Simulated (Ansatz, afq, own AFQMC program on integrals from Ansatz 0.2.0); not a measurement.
Integrals from Ansatz 0.2.0, then the random walk in our own AFQMC program (afq).

```yaml
crystal:
  periodic: [false, false, false]
  atoms:
    - {symbol: N, position_ang: [0.000000, 0.000000, 0.000000]}
    - {symbol: H, position_ang: [0.000000, 0.000000, 0.953000]}
basis:
  gaussian: {orbitals: "6-31++G**"}
total_charge: -1
magnetization: {spin_polarized: true, initial_magnetization: 1}
correlation: {method: ccsd_t, electrons: outside_noble_gas, hamiltonian_folder: ham}
```

```sh
$ ansatz run in.yaml --threads 1 --pin off --events-out ev --progress --plain --max-ram 16896MiB --backend cuda --devices 0, --max-vram 18GiB
```

afq runs on the folder ham with

```
--method phaseless --trial hf --walkers 4000 --populations 20 --least-time 40 --time-step 0.005 --steps-per-block 20 --equilibration-blocks 112 --max-blocks 4000 --target-error 0.0008 --factor-cut 1e-05 --start spin_pure --seed 1031 --taylor-order 6
```

Times are imaginary, in 1/Eh. The walk had a cap of 49 s. With eight or more populations the least sampling time is a fifth of least-time, and the error comes from their spread.

afq prints:

```
orbitals 24  electrons 4 3  factors 157 of 240
reference energy -54.90437978 Eh
CCSD correlation -0.16982763 Eh in 12 cycles, weight of the determinant in the CISD state 0.9249
energy of the start -54.905085 Eh
 block  time / (1/Eh)  mean weight  energy / Eh
     1     0.100  1.0009  -54.951238
     2     0.200  1.0012  -54.983037
     3     0.300  1.0012  -55.006063
     4     0.400  1.0010  -55.020695
     5     0.500  1.0010  -55.033988
    10     1.000  1.0000  -55.056800
    31     3.100  0.9999  -55.080551
    56     5.600  0.9999  -55.077895
    76     7.600  0.9998  -55.073965
    81     8.100  0.9999  -55.076106
   106    10.600  1.0000  -55.093138
   131    13.100  1.0003  -55.083154
   156    15.600  1.0003  -55.077934
   181    18.100  0.9999  -55.078130
   206    20.600  1.0000  -55.080973
   221    22.100  1.0001  -55.078800
error from the spread of 20 populations
energy -55.080025 +/- 0.000732 Eh
(rows thinned)
```

The run passed its tests (sampling time, drift between the halves within three errors, error under three times the target), which doesn't prove that it has relaxed.

Against this walk (error 19.9 meV) on the same determinant: CCSD(T) 42.7 meV higher, CCSDT(Q) 12.6 meV higher (within the noise), CCSDTQ 13.9 meV higher (within the noise), full CI 13.6 meV higher (within the noise), a separate phaseless walk with a CISD trial and standard settings 20.8 ± 20.3 meV higher (within the noise). The error is statistical and leaves out the bias of the constraint.

Cautions: constraint bias not in the error; an unrestricted solution with more broken spin lies lower (279 meV, ⟨S²⟩ 1.76).

The walk took 17 s on 1 × NVIDIA H100 80GB HBM3 with 2 threads of AMD EPYC 7R13 Processor (Zen 3) (shared host) (the card was shared). The log's last line is the phaseless energy.

CCSDT and higher add their correlation energy to the determinant of the CCSD(T) run, since their own runs factorise the integrals more tightly (a shift of under 2 meV). A walk keeps the symmetry of its determinant, which the program's search chose and which needn't be the lowest solution, so a lower state of the same spin and another symmetry isn't excluded.
